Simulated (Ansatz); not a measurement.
# SnH⁺, singlet in def2-TZVPP: errors against full CI

Geometry: a point of a stretch scan, not a stationary point.

```xyz
2

Sn    0.0000    0.0000    0.0000
H     0.0000    0.0000    3.2330
```

Basis def2-TZVPP with its core potentials; Ansatz 0.2.0. Correlated methods freeze the noble-gas cores and the filled d shells of p-block atoms, which leaves 4 electrons in 55 orbitals. R marks a restricted (for open shells ROHF) determinant, U an unrestricted one. Active spaces: pair = (2e, 2o) about the gap; valence = (4e, 5o) chosen from the atoms' valence shells. No spin–orbit coupling is included; scalar relativity enters through the core potentials alone.

Full CI is exact within this basis and frozen core; it isn't the basis-set limit. The frozen core follows each run's orbitals, which can shift R against U totals by a few meV for light atoms and by up to 0.1 eV past Ca.

```
UHF ⟨S²⟩                          : 0.944
T1 diagnostic (RCCSD)             : 0.0535
largest doubles amplitude (RCCSD) : 0.514
```

| level | E − E(full CI) (kcal/mol) | share of correlation (%) | wall time |
| --- | --- | --- | --- |
| RHF | 79.98 | 0.00 | – |
| RMP2 | 31.35 | 60.81 | – |
| CISD | 8.05 | 89.93 | 1.5 s |
| RCCSD* | 3.68 | 95.40 | – |
| RCCSD(T)* | 0.16 | 99.80 | 1.5 s |
| BCCD(T)* | 0.21 | 99.74 | 1.8 s |
| RCCSDT* | 0.10 | 99.88 | – |
| RCCSDT(Q)* | 0.00 | 100.00 | 7 s |
| CASSCF (pair space) | 31.11 | 61.10 | – |
| NEVPT2 (pair space) | 7.71 | 90.36 | 2.3 s |
| CASSCF (valence space) | 17.34 | 78.32 | – |
| NEVPT2 (valence space) | 4.29 | 94.64 | 2 s |
| NEVPT4(SD) (valence space) | 0.58 | 99.27 | 2.4 s |
| MRCISD (valence space) | 0.39 | 99.51 | – |
| MRCISD+Q (valence space) | -0.03 | 100.03 | 2.6 s |

An asterisk marks runs whose energy the program itself flagged as in doubt.

The correlation energy at full CI, counted from RHF, is -3.468 eV. That run took 4.8 s on 1 thread of Arm Neoverse V1, shared host over 563,143 determinants.

Run but not shown, since their state or frozen core can't be matched to the reference's or they repeat it: UHF, UMP2, UCCSD, UCCSD(T), UCCSDT, UCCSDT(Q).

Times hold each run's SCF and search for its determinant on a shared host, so for small cases they say little of a method's own cost; they ran on 1 thread of Arm Neoverse V1.

The full-CI state has the irrep A1 of C2v, in the program's axes (one component, if the state is degenerate).

Natural occupations of full CI about the gap: 1.923 1.498 0.486 0.031 0.031 0.009 0.007 0.007 0.002 0.002; effectively unpaired electrons, Σ n²(2−n)², 1.14. No single determinant describes this state well, so single-reference rows can miss without a flag.
